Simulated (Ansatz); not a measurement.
# BH₂− (triplet): from Hartree-Fock to the top rungs at angle H2–B1–H3 = 139.0°, 6-31++G**

Aim: climb from Hartree-Fock through coupled cluster and multireference methods for BH₂− (triplet) at one geometry and basis, and see what each rung misses.

The runs use Ansatz 0.2.0, Gaussian basis; 6-31++G**, core rule «outside noble gas», up to 1 orbitals frozen.

To be run: UHF; CCSD(T) on ROHF; CCSD(T) on UHF; BCCD(T) on ROHF; CISD; CCSDT(Q) on ROHF; CCSDT(Q) on UHF; CASSCF and MRCISD+Q, 4 electrons in 4 orbitals; CASSCF and NEVPT2, 4 electrons in 4 orbitals; CASSCF and MRCISD+Q, 6 electrons in 6 orbitals; CASSCF and NEVPT4(SD), 6 electrons in 6 orbitals; CASSCF and NEVPT2, 6 electrons in 6 orbitals; Full CI.

19 further runs of the same task are left out: 1 for a mislabelled method, 13 that didn't finish, 5 set aside as unsound or not needed.

### Step 1. The system

The geometry derives from a PBE0/def2-TZVPD stationary point (not a proven minimum). One angle is set to the value named; bond lengths are kept.

3 atoms, charge -1, spin multiplicity 3.

Atoms are counted from 1 here; the program's logs count them from 0.

Bond lengths: B1–H2 1.209 Å, B1–H3 1.209 Å. Angles: H2–B1–H3 139.0°.

### Step 2. UHF

The input, in.yaml:

```yaml
crystal:
  periodic: [false, false, false]
  atoms:
    - {symbol: B, position_ang: [0.000000, -0.066548, 0.000000]}
    - {symbol: H, position_ang: [0.000000, 0.356894, -1.132548]}
    - {symbol: H, position_ang: [0.000000, 0.356894, 1.132548]}
basis:
  gaussian: {orbitals: "6-31++G**"}
total_charge: -1
magnetization: {spin_polarized: true, initial_magnetization: 2}
hamiltonian: {xc: hf}
output: {orbitals: {seedname: orbitals}}
```

Started as:

```
ansatz run in.yaml --threads 1 --pin off --events-out ev --progress --plain --max-ram 2393MiB
```

Further steps of the session: CCSD(T) on ROHF; CCSD(T) on UHF; BCCD(T) on ROHF; CISD; CCSDT(Q) on ROHF; CCSDT(Q) on UHF; CASSCF and MRCISD+Q, 4 electrons in 4 orbitals; CASSCF and NEVPT2, 4 electrons in 4 orbitals; CASSCF and MRCISD+Q, 6 electrons in 6 orbitals; CASSCF and NEVPT4(SD), 6 electrons in 6 orbitals; CASSCF and NEVPT2, 6 electrons in 6 orbitals; Full CI.

**Question.** What will the summary of the whole plan be? Wanted: FCI below the RHF energy; RMP2 from FCI; UMP2 from FCI; RCCSD from FCI; RCCSD(T) from FCI; UCCSD(T) from FCI; RCCSDT(Q) from FCI; UCCSDT(Q) from FCI; NEVPT2 pair from FCI.

As calculated:

| quantity | value |
| --- | --- |
| FCI below the RHF energy | -2.8569 eV |
| RMP2 from FCI | +581.5 meV |
| UMP2 from FCI | +568.4 meV |
| RCCSD from FCI | +80.9 meV |
| RCCSD(T) from FCI | +17.0 meV |
| UCCSD(T) from FCI | +16.7 meV |
| RCCSDT(Q) from FCI | +0.2 meV |
| UCCSDT(Q) from FCI | -0.3 meV |
| NEVPT2 pair from FCI | +623.8 meV |
| MRCISD+Q pair from FCI | +11.9 meV |
| NEVPT2 valence from FCI | +584.2 meV |
| levels within 1 kcal/mol (43 meV) | RCCSD(T), UCCSD(T), BCCD(T), RCCSDT, UCCSDT, RCCSDT(Q), UCCSDT(Q), MRCISD+Q pair, MRCISD+Q valence |
| T1 diagnostic | 0.025 |
| effectively unpaired electrons | 2.02 |

**Reading.** RCCSD(T) misses by +17.0 meV, 0.6 % of the correlation energy. One determinant dominates. Of the multireference levels listed MRCISD+Q pair comes nearest in total energy (+11.9 meV), which doesn't show that its space is the better one. These misses are within one basis, not against nature; the frozen cores of restricted and unrestricted runs differ, which can shift their rows.
